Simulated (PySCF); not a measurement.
**From one method to the next for CO⁺**

Aim: see what other levels and later steps give for CO⁺.

Method: each script names its method and basis; program: PySCF 2.14.0.

## 1. Where the work starts

CO⁺: 2 atoms, charge 1, spin multiplicity 2.

Bond lengths: C1–O2 1.269 Å.

## 2. The base run

Input file input.py:

```python
from pyscf import gto, dft

mol = gto.M(
    atom='C 0 0 0; O 0 0 1.269',
    basis='6-31g',
    charge=1,
    spin=1,
    verbose=4,
)
mf = dft.UKS(mol, xc='hcth407')
mf.kernel()
mf.stability(internal=True, external=True)
mf.dip_moment()
print('orbital energies (hartree):', [e[max(0, n-3):n+3].round(4) for e, n in zip(mf.mo_energy, mol.nelec)])
```

Run with:

```console
> OMP_NUM_THREADS=1 python input.py
```

## 3. Hse06

Variant 1 changes functional: hcth407 → hse06.

Edit input.py of step 2 so:

```diff
@@ -9,3 +9,3 @@
 )
-mf = dft.UKS(mol, xc='hcth407')
+mf = dft.UKS(mol, xc='hse06')
 mf.kernel()
```

## 4. Population analysis

Variant 2 changes step after the SCF: stability → analyze.

Edit input.py of step 2 so:

```diff
@@ -11,4 +11,3 @@
 mf.kernel()
-mf.stability(internal=True, external=True)
-mf.dip_moment()
+mf.analyze()
 print('orbital energies (hartree):', [e[max(0, n-3):n+3].round(4) for e, n in zip(mf.mo_energy, mol.nelec)])
```

## 5. R2scan

Variant 3 changes functional: hcth407 → r2scan.

Edit input.py of step 2 so:

```diff
@@ -9,3 +9,3 @@
 )
-mf = dft.UKS(mol, xc='hcth407')
+mf = dft.UKS(mol, xc='r2scan')
 mf.kernel()
```

## 6. O3lyp

Variant 4 changes functional: hcth407 → o3lyp.

Edit input.py of step 2 so:

```diff
@@ -9,3 +9,3 @@
 )
-mf = dft.UKS(mol, xc='hcth407')
+mf = dft.UKS(mol, xc='o3lyp')
 mf.kernel()
```

## 7. Pbesol

Variant 5 changes functional: hcth407 → pbesol.

Edit input.py of step 2 so:

```diff
@@ -9,3 +9,3 @@
 )
-mf = dft.UKS(mol, xc='hcth407')
+mf = dft.UKS(mol, xc='pbesol')
 mf.kernel()
```

## 8. Camb3lyp

Variant 6 changes functional: hcth407 → camb3lyp.

Edit input.py of step 2 so:

```diff
@@ -9,3 +9,3 @@
 )
-mf = dft.UKS(mol, xc='hcth407')
+mf = dft.UKS(mol, xc='camb3lyp')
 mf.kernel()
```

Q: Predict the outcome of this session. Wanted: for each run, E(SCF); from base; gap, α spin; after the SCF.

The runs gave:

| run | E(SCF) (hartree) | from base (eV) | cycles | gap, α spin (eV) | after the SCF |
| --- | --- | --- | --- | --- | --- |
| base | -112.697860 | 0 | 12 | 6.87 | stable |
| hse06 | -112.598959 | not comparable | 11 | 8.68 | unstable: UHF/UKS -> GHF/GKS |
| population analysis | -112.697860 | 0.0000 | 12 | 6.87 | n/a |
| r2scan | -112.665613 | not comparable | 11 | 7.23 | unstable: UHF/UKS -> GHF/GKS |
| o3lyp | -112.692179 | not comparable | 11 | 8.14 | unstable: UHF/UKS -> GHF/GKS |
| pbesol | -112.201505 | not comparable | 11 | 6.94 | unstable: UHF/UKS -> GHF/GKS |
| camb3lyp | -112.663049 | not comparable | 12 | 12.36 | unstable: UHF/UKS -> GHF/GKS |

What this shows: The α-spin gap between the frontier levels is 6.9 eV with hcth407 (0 % exact exchange) and 8.1 eV with o3lyp (12 %). A lower total energy from another functional means nothing by itself.
